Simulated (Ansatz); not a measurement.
Zinc-blende BAs, treated with G0W0@PBE (plane waves, hard PAW, contour deformation; Ansatz, an electronic-structure program).

The cell has the measured lattice parameters. Conventional cell: a = 4.7770 Å, b = 4.7770 Å, c = 4.7770 Å, α = 90.00°, β = 90.00°, γ = 90.00°.

The quasiparticle gap at Γ at a fixed k mesh 2×2×2:

```
response cutoff          value (eV)
-----------------------  ----------
200 eV, 322 empty bands       3.949
250 eV, 449 empty bands       3.960
300 eV, 591 empty bands       3.966
400 eV, 909 empty bands       3.972
```

Task: Taking the value to converge with the response cutoff E as E^(−3/2), extrapolate from the last two rows.

Result: With y = y∞ + c/w and weights w = 5196 and 8000 for the last two rows, y∞ = (w2 y2 − w1 y1)/(w2 − w1) = (8000 × 3.972 − 5196 × 3.966)/2804 = 3.983 eV, which lies 0.011 beyond the last row. Successive pairs of rows give 3.988, 3.985, 3.983. The limit also hangs on the law assumed, so its last digits aren't firm.

The other settings are not extrapolated, so this is the limit in one setting alone.

At the last cutoff the smallest gap on this mesh is 1.83 eV, with an edge away from Γ.

Spin–orbit coupling is not included.
